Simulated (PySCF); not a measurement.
A structure optimised at B3LYP-D3(BJ)/def2-TZVPD, used in a PySCF frequency run:

```
Li
Li 1 2.7212
```
Charge 0, spin multiplicity 1.

Question: Write its SMILES, formula and point group.

Answer: [Li][Li], Li2, D∞h

Question: What are its rotational constants (standard atomic weights)?

Answer: 19.668 GHz (linear rotor, B only)
